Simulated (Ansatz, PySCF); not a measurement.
Molecule: AlCl3, charge 0, multiplicity 1. 
Structure (B3LYP-D3(BJ)/def2-TZVP (Ansatz, a program for electronic structure) minimum search):
SMILES: [Cl][Al]([Cl])[Cl]
```xyz
4

Al     0.0000     0.0000     0.0000
Cl    -0.0059     2.0762     0.0283
Cl     1.8011    -1.0328    -0.0289
Cl    -1.7952    -1.0434     0.0007
```
Charge 0, spin multiplicity 1.


Property: enthalpy of formation at 298 K (from the atomisation energy, B3LYP-D3(BJ)/def2-TZVP harmonic zero-point and thermal terms from PySCF, and the atoms' enthalpies of formation in the G2/97 table; no spin-orbit terms, and no core term in the frozen-core levels), in kcal/mol. Correlated levels leave the core frozen unless marked. Open shells are spin-unrestricted. Spin-orbit coupling is left out. Non-relativistic. The coupled-cluster limit lacks core correlation, which all-electron functionals hold. Basis-set limits of correlation are two-point, X^-3; Hartree-Fock from the larger set.

| level | program | enthalpy of formation at 298 K (kcal/mol) |
|---|---|---|
| HF/6-31G | Ansatz | -9.1 |
| HF/aug-cc-pV(T+d)Z | Ansatz | -76.7 |
| HF/cc-pV(T+d)Z | Ansatz | -76.9 |
| r2SCAN-D3(BJ)/def2-TZVPD | Ansatz + dftd3 | -148.4 |
| PBE0/6-31G* | Ansatz | -130.2 |
| PBE0/def2-QZVPP | Ansatz | -139.0 |
| BHLYP-D3(BJ)/def2-TZVPD | Ansatz + dftd3 | -129.9 |
| BHLYP/def2-TZVPD | Ansatz | -124.7 |
| r2SCANh/def2-TZVPD | Ansatz | -145.2 |
| CAM-B3LYP-D4/def2-TZVPD | Ansatz + dftd4 | -134.8 |
| CAM-B3LYP/def2-TZVPD | Ansatz | -131.8 |
| B2PLYP-D3(BJ)/def2-TZVPD | Ansatz + dftd3 | -137.6 |
| B2PLYP-D4/def2-TZVPD | Ansatz + dftd4 | -136.7 |
| MP2/6-31G | Ansatz | -44.8 |
| RI-MP2/CBS(aug-cc-pV(T+d)Z,aug-cc-pV(Q+d)Z) | Ansatz | -163.0 |
| SCS-MP2/aug-cc-pV(T+d)Z | Ansatz | -140.0 |
| CCSD/STO-3G | Ansatz | -182.5 |
| CCSD/cc-pV(T+d)Z | Ansatz | -125.2 |
| CCSD/cc-pV(Q+d)Z | Ansatz | -133.9 |
| CCSD/CBS(cc-pV(T+d)Z,cc-pV(Q+d)Z) | Ansatz | -139.7 |
| CCSD(T)/CBS(cc-pV(T+d)Z,cc-pV(Q+d)Z) | Ansatz | -147.3 |
